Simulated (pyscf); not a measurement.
Thermochemistry of product channels of Cl–AlH–Cl + HF on the singlet surface, in kcal/mol, from ωB97M-D3(BJ)/def2-TZVP energies (ideal gas, 1 atm, RRHO with modes under 100 cm⁻¹ raised to 100, one conformer, R ln 2 for rigid chiral ones). Single points on ωB97X-D3(BJ)/def2-SVP structures (PySCF, gas phase).

```csv
products,ΔE,ΔH(298 K),ΔG(600 K),ΔG(1200 K)
HCl + F–AlH–Cl,-6.1,-7.3,-8.2,-9.0
F–Al(Cl)–Cl + H₂,-37.1,-38.9,-36.1,-34.2
F–Cl + H₂Al–Cl,+107.9,+105.6,+104.4,+103.6
```

These are energies of the channels, which say nothing of barriers.
